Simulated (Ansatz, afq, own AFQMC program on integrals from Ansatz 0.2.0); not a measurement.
# B2H5, doublet in cc-pVDZ, levels against CCSDT(Q)

```xyz
7

B    -1.3352    0.0000    0.0000
H    -1.9319    1.0336    0.0000
H    -1.9319   -1.0336    0.0000
H    -0.0492    0.0000    0.0000
B     1.3528    0.0000    0.0000
H     1.8619    0.0000    1.0770
H     1.8619    0.0000   -1.0770
```

Basis cc-pVDZ. Noble-gas cores (and the filled d shells of Ga–Kr and In–Xe) are frozen. Integrals, coupled cluster, full CI and functionals: Ansatz 0.2.0; the random walks run on the same integrals in our own AFQMC program. The CISD trial takes its coefficients from CCSD amplitudes. Released means that phaseless walkers are propagated on without the constraint, phases kept. Uncertainties: one standard error, sampling alone.

Determinant: UHF, the one that the program's search chose, which needn't be the lowest solution. The geometry is a point of a scan.

No full CI on the walks' own integrals is used here; CCSDT(Q) serves as the reference and is uncertain by about the last step of the cluster series.

* T1 diagnostic: 0.0107
* weight of the determinant in the CISD state: 0.891
* ⟨S²⟩ of the determinant: 0.766
* size of the correlated space: 11 electrons in 51 orbitals

```tsv
level	correlation energy (eV)
MP2	-4.7701
CCSD	-5.9612
CCSD(T)	-6.0815
```

(1) Estimate where AFQMC with the constraint released lies against CCSD(T) on the same integrals.

(1) 1.26 ± 0.09 mEh below CCSD(T).

Reference: CCSDT(Q), correlation energy -6.112 eV. The released energy is read at 2.40 1/Eh (meV from the phaseless value at times in 1/Eh: -4.3 ± 2.5 at 0.24, -6.2 ± 2.5 at 0.51, -10.3 ± 2.2 at 0.99, -12.7 ± 2.2 at 1.62, -10.7 ± 2.4 at 2.40).

```tsv
level	E − E(reference) (mEh)	share of correlation (%)
CCSD(T)	1.11	99.51
CCSDT	0.15	99.93
ph-AFQMC/CISD	0.24 ± 0.10	99.89
released AFQMC	-0.15 ± 0.09	100.07
```

A walk keeps the symmetry of its determinant, which the program's search chose and which needn't be the lowest solution, so a lower state of the same spin and another symmetry isn't excluded. Released energies are given only where the last usable release times agree within the noise; a slower fall can still hide under it.
